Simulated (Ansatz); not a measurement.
For diamond-structure Si, RPBE in Ansatz (plane waves, PAW) gives:

```
Property                           Value
------------------------------  --------
equilibrium lattice constant a   5.502 Å
bulk modulus B0                 84.9 GPa
band gap at the measured cell    0.63 eV
TO(Γ) frequency                 498 cm⁻¹
elastic constant C11             149 GPa
elastic constant C44            73.6 GPa
polycrystal shear modulus       62.1 GPa
```

Question: What does PBE0 in Ansatz (PAW) give for the same quantities?

Answer: 
- lattice constant a: 5.436 Å (decreases by 1.2 %)
- bulk modulus: 99.4 GPa (goes up by 17 %)
- band gap at the measured cell: 1.76 eV (rises by 1.13 eV)
- zone-centre TO phonon frequency: 531 cm⁻¹ (goes up by 6.6 %)
- elastic constant C11: 171 GPa (goes up by 15 %)
- elastic constant C44: 82.1 GPa (grows by 12 %)
- Voigt–Reuss–Hill shear modulus: 69.1 GPa (goes up by 11 %)

For comparison: lattice constant a 5.421 Å (measured, static lattice: zero-point anharmonic expansion removed; as tabulated in Mejia-Rodriguez and Trickey (2018), arXiv:1807.09216); bulk modulus 101 GPa (measured, 0 K value with zero-point phonon effects removed; as tabulated in Sun et al. (2011), doi:10.1103/physrevb.84.035117); band gap 1.23 eV (measured, zero-point renormalisation of 0.06 eV added back here (the table's ZPR column); inputs from Chen et al. (2018), doi:10.1103/physrevmaterials.2.073803); zone-centre TO phonon frequency 525 cm⁻¹ (measured, low temperature, zero-point motion not removed; as tabulated in Tanner et al. (2021), arXiv:2110.11888); elastic constant C11 168 GPa (measured, low temperature, zero-point motion not removed; as tabulated in Tanner et al. (2021), arXiv:2110.11888); elastic constant C44 80.2 GPa (measured, low temperature, zero-point motion not removed; as tabulated in Tanner et al. (2021), arXiv:2110.11888).

Changes are worked out from the printed values.

Unless a cell is named, each level is at its own relaxed cell (RPBE 20.82, PBE0 20.08 Å³/atom).

Density-functional gaps are differences of (generalised) Kohn–Sham levels.

Ansatz's density-functional and Hartree–Fock values are scalar-relativistic unless marked +SOC, with PAW data made under PBE.

Ansatz is a first-principles code.
